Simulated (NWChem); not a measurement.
System meant: CH₃O, doublet; SMILES [O]C

NWChem input:

```
start job
memory heap 200 mb stack 900 mb global 1100 mb
geometry units angstroms noautoz
  C     -0.006837    -0.565579     0.038175
  O     -0.011847     0.768743    -0.125853
  H      0.579607    -1.144467    -0.727205
  H      0.547231    -0.755966     1.007569
  H     -1.014655    -1.035955     0.205085
end
basis spherical
  * library def2-svp
end
dft
  odft
  mult 3
  xc pbe0
  iterations 150
  mulliken
end
task dft energy
```

End of the output:

```
 Summary of "ao basis" -> "" (spherical)
 ------------------------------------------------------------------------------
       Tag                 Description            Shells   Functions and Types
 ---------------- ------------------------------  ------  ---------------------
 *                          def2-svp                  on all atoms

                                 NWChem DFT Module
                                 -----------------

 Summary of "ao basis" -> "ao basis" (spherical)
 ------------------------------------------------------------------------------
       Tag                 Description            Shells   Functions and Types
 ---------------- ------------------------------  ------  ---------------------
 C                          def2-svp                 6       14   3s2p1d
 O                          def2-svp                 6       14   3s2p1d
 H                          def2-svp                 3        5   2s1p

 Summary of "ao basis" -> "ao basis" (spherical)
 ------------------------------------------------------------------------------
       Tag                 Description            Shells   Functions and Types
 ---------------- ------------------------------  ------  ---------------------
 C                          def2-svp                 6       14   3s2p1d
 O                          def2-svp                 6       14   3s2p1d
 H                          def2-svp                 3        5   2s1p

      Symmetry analysis of basis
      --------------------------

        a'         29
        a"         14

  number of electrons :                   17
  multiplicity        :                    3
 ------------------------------------------------------------------------
  no. of electrons and multiplicity not compatible                  17
 ------------------------------------------------------------------------
 ------------------------------------------------------------------------
  current input line :
    20: task dft energy
 ------------------------------------------------------------------------
 ------------------------------------------------------------------------
 There is an error in the input file
 ------------------------------------------------------------------------
 For more information see the NWChem manual at https://nwchemgit.github.io

0: no. of electrons and multiplicity not compatible:Received an Error in Communication
```

Task: Find the fault in this run and fix the input.

Result: The input was rejected before any calculation. Cause: the multiplicity doesn't fit the number of electrons (an even count wants an odd multiplicity, and the reverse). This input runs:
```
start job
memory heap 200 mb stack 900 mb global 1100 mb
geometry units angstroms noautoz
  C     -0.006837    -0.565579     0.038175
  O     -0.011847     0.768743    -0.125853
  H      0.579607    -1.144467    -0.727205
  H      0.547231    -0.755966     1.007569
  H     -1.014655    -1.035955     0.205085
end
basis spherical
  * library def2-svp
end
dft
  odft
  mult 2
  xc pbe0
  iterations 150
  mulliken
end
task dft energy
```
It converges to -114.83112 Ha (PBE0/def2-SVP, spin-unrestricted).
